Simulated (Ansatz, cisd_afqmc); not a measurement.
System: CH, charge 1, singlet. A triplet may lie lower; no result for it is given here. CH+ (parent SMILES [CH], singlet).
B3LYP-D3(BJ)/def2-TZVP minimum from Ansatz (a program for electronic structure):
```
C
H 1 1.1375
```
Charge +1, spin multiplicity 1.

Total energies in cc-pVTZ, 4 correlated electrons, 1 frozen orbitals. Radicals and triplets start from unrestricted determinants; spin-orbit coupling is neglected. Correlated methods leave the cores frozen. No relativity. AFQMC is phaseless with a CISD trial state; ± is one standard error, without the phaseless bias. Outlying blocks are dropped, and bars are widened where a walk drifts. Over all cases where full CI ran beside it in this data, AFQMC minus full CI had a median of +0.1 mEh and passed +0.4 mEh in a tenth of the cases. The restricted determinant of CH+ (parent SMILES [CH], singlet) is unstable towards broken spin symmetry in at least one set run.

| method | program | energy (Eh) | error against FCI (mEh) |
|---|---|---|---|
| HF | Ansatz | -37.90728 | 116.85 |
| MP2 | Ansatz | -37.99210 | 32.04 |
| CCSD | Ansatz | -38.02143 | 2.70 |
| CCSD(T) | Ansatz | -38.02360 | 0.54 |
| CCSDT(Q) | Ansatz | -38.02410 | 0.03 |
| CCSDTQ | Ansatz | -38.02413 | 0.00 |
| AFQMC/CISD | cisd_afqmc | -38.0239 ± 0.0002 | 0.2 ± 0.2 |
| FCI | Ansatz | -38.02413 | 0.00 |
